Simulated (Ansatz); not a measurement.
`N=CN=CF` + H₂ → `C=N` + `N=CF`  (hydrogenolysis of a C–N bond)

Computed with Ansatz on PBE0-D4/def2-TZVP structures; ΔE is electronic, products minus reactants. CBS: MP2 limit from def2 TZ/QZ plus the TZ coupled-cluster correction, frozen cores. This one scheme is used for every species. DFT in def2-TZVPP. B3LYP here is the variant with VWN-RPA as its local correlation; programs differ in this. HSE06 is defined as in plane-wave codes. Each species was taken in one conformer, which may not be the lowest.

`N=CN=CF`:

Z-matrix (Å, degrees):
```
C
N 1 1.406
N 1 1.260 2 122.7
H 1 1.091 2 118.1 3 179.9
C 2 1.248 1 121.0 3 177.6
H 3 1.022 1 109.4 2 -0.0
F 5 1.336 2 125.3 1 -0.2
H 5 1.086 2 123.6 1 179.8
```

H₂:

```xyz
2

H    -0.107   -0.176    0.311
H     0.107    0.176   -0.311
```

`C=N`:

Z-matrix (Å, degrees):
```
C
N 1 1.261
H 1 1.096 2 124.9
H 1 1.092 2 118.8 3 -180.0
H 2 1.021 1 111.0 3 -0.0
```

`N=CF`:

Z-matrix (Å, degrees):
```
C
N 1 1.242
F 1 1.328 2 120.0
H 1 1.092 2 129.8 3 -180.0
H 2 1.016 1 110.6 3 -180.0
```

| level | ΔE (kJ/mol) |
| --- | --- |
| r2SCAN-D4 | -26.0 |
| B3LYP-D4 | -33.2 |
| HSE06-D4 | -32.3 |
| BHLYP-D4 | -40.8 |
| B3LYP | -40.4 |
| CCSD/def2-TZVPP | -46.6 |
| CCSD(T)/def2-TZVPP | -39.9 |
| MP2/def2-QZVPP | -34.9 |

Q: What does CCSD(T)/CBS give? (An estimate is asked.)

A: The calculation gave: -40.4 kJ/mol. The listed levels differ from it by 14.4, 7.2, 8.1, -0.4, 0.0, -6.2, 0.5, 5.5 kJ/mol.

Q: What do rigid-rotor, harmonic-oscillator terms from PBE0-D4/def2-TZVP frequencies (298.15 K, 1 bar) make of the CCSD(T)/CBS value? (Best estimate.)

A: Computed: ΔZPE = +20.3 kJ/mol, ΔH = -23.7 kJ/mol, ΔS = 35 J/(mol·K), ΔG = -34.0 kJ/mol. Modes under 50 cm⁻¹ make the entropy rough.

Largest T1 diagnostic among the species: 0.014.

The D4 term adds +7.2 kJ/mol with B3LYP and +3.9 kJ/mol with PBE0; it sums over pairs of atoms, weighted by their polarisabilities, and B3LYP, whose exchange is more repulsive, gets the larger term. Leaving LDA and LC-ωPBE aside and taking each functional with its dispersion term where it has one, the values, not all of them listed here, spread over 19.5 kJ/mol, from BHLYP-D4 to revPBE-D4. LDA lies +13.9 kJ/mol from PBE without D4. In def2-TZVPP, CCSD(T) changes the Hartree–Fock value by +18.5 kJ/mol (the triples alone add +6.8 kJ/mol) and MP2 by +24.1 kJ/mol.
